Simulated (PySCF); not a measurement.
## Basis-set dependence of excited states

Compound: vinyl ether, C4H6O.
Numbering: `[CH2:1]=[CH:2][O:3][CH:4]=[CH2:5]` (hydrogens: H6, H7 on C1; H8 on C2; H9 on C4; H10, H11 on C5)

TDDFT with PBE0 (PySCF), vertical singlets, core orbitals frozen in the response, spherical d and f functions. The structure is a single PBE0-D3(BJ)/def2-SVP conformer in the gas phase; no vibrational or solvent corrections.

| basis | functions | diffuse | S1 (eV) | S2 (eV) | S3 (eV) | S4 (eV) | S5 (eV) | LUMO (eV) | α (au) |
| --- | --- | --- | --- | --- | --- | --- | --- | --- | --- |
| 6-31G* | 82 | no | 6.35 | 6.81 | 7.37 | 8.54 | 8.56 | 0.71 | 47.7 |
| def2-SVP | 100 | no | 6.25 | 6.71 | 6.94 | 7.90 | 8.26 | 0.40 | 50.4 |
| 6-31+G* | 102 | yes | 5.87 | 5.91 | 6.18 | 6.32 | 6.44 | 0.16 | 57.2 |
| def2-SVPD | 151 | yes | 6.07 | 6.25 | 6.28 | 6.81 | 6.83 | 0.17 | 59.9 |
| aug-cc-pVDZ | 169 | yes | 5.51 | 5.87 | 5.93 | 5.94 | 6.05 | 0.05 | 62.2 |
| def2-TZVP | 191 | no | 6.06 | 6.36 | 6.73 | 7.51 | 7.70 | 0.22 | 57.3 |
| def2-TZVPD | 242 | yes | 5.85 | 5.99 | 6.16 | 6.33 | 6.35 | 0.14 | 61.9 |

**Question.** Compare the sets with the largest diffuse one.

**Answer.** States are compared by their number. Against the largest diffuse basis here (def2-TZVPD, itself not a converged limit), sets without diffuse functions differ by up to 0.50 eV in S1 and 2.21 eV in S5; the smaller diffuse sets differ by up to 0.34 and 0.48 eV. State by state, the largest deviation of a set without diffuse functions is S1 0.50, S2 0.82, S3 1.22, S4 2.20, S5 2.21 eV. The same number needn't mean the same state in each row. Against def2-TZVPD the polarisability deviates by -23% in 6-31G*, -19% in def2-SVP, -7% in 6-31+G*, -3% in def2-SVPD, +1% in aug-cc-pVDZ, -7% in def2-TZVP. A single + in a Pople set puts diffuse functions on heavy atoms only.
